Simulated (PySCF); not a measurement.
Compound: C4H8O2.
Numbering: `[OH:1][CH2:2][CH:3]1[CH2:4][O:5][CH2:6]1` (hydrogens: H7 on O1; H8, H9 on C2; H10 on C3; H11, H12 on C4; H13, H14 on C6)

Structure used (GFN2-xTB), in Å, numbered top down from 1:
```xyz
14
C4H8O2 angstrom
O      1.4503   -0.4543   -0.9890
C      1.3473   -0.4734    0.4093
C     -0.0541   -0.1562    0.9325
C     -0.6194    1.2253    0.5721
O     -1.6481    0.6411   -0.2267
C     -1.2215   -0.6887    0.0896
H      1.0687    0.3663   -1.3232
H      1.6297   -1.4864    0.7078
H      2.0594    0.2351    0.8626
H     -0.1047   -0.3965    1.9940
H     -1.0301    1.7952    1.4104
H      0.0362    1.8790   -0.0143
H     -0.9264   -1.2446   -0.8043
H     -1.9880   -1.2424    0.6371
```

A PySCF run (density fitting, gas phase, GFN2-xTB geometry) gave HOMO -7.00 eV, LUMO 0.75 eV, dipole 2.16 D.

Question: Which of these levels was it?
A. PBE0/pcSseg-0
B. BP86/6-311+G(2d,p)
C. B3LYP/pcSseg-1
D. BHandHLYP/pcSseg-1
E. OLYP/6-31G*

Answer: C. It is B3LYP/pcSseg-1. All candidates on this geometry:

```json
{"level and settings": "BP86/6-311+G(2d,p)", "kind": "GGA", "basis functions": "210", "SCF cycles": "16", "E (Eh)": "-307.7294", "HOMO (eV)": "-5.90", "LUMO (eV)": "-0.36", "dipole (D)": "2.03"}
{"level and settings": "OLYP/6-31G*", "kind": "GGA", "basis functions": "100", "SCF cycles": "15", "E (Eh)": "-307.5047", "HOMO (eV)": "-5.27", "LUMO (eV)": "1.23", "dipole (D)": "1.82"}
{"level and settings": "B3LYP/pcSseg-1, start guess vsap", "kind": "global hybrid", "basis functions": "142", "SCF cycles": "11", "E (Eh)": "-307.6046", "HOMO (eV)": "-7.00", "LUMO (eV)": "0.75", "dipole (D)": "2.16"}
{"level and settings": "PBE0/pcSseg-0, start guess sap", "kind": "global hybrid", "basis functions": "70", "SCF cycles": "12", "E (Eh)": "-306.5416", "HOMO (eV)": "-7.14", "LUMO (eV)": "1.59", "dipole (D)": "2.67"}
{"level and settings": "BHandHLYP/pcSseg-1", "kind": "global hybrid", "basis functions": "142", "SCF cycles": "13", "E (Eh)": "-307.4189", "HOMO (eV)": "-8.84", "LUMO (eV)": "1.81", "dipole (D)": "2.32"}
```

The nearest other candidate, by the summed differences of HOMO and LUMO, is PBE0/pcSseg-0: its HOMO differs by -0.14 eV and its LUMO by +0.84 eV. Cycle counts include a coarse-grid stage where the run had one. All basis functions are spherical, in the Pople sets too.
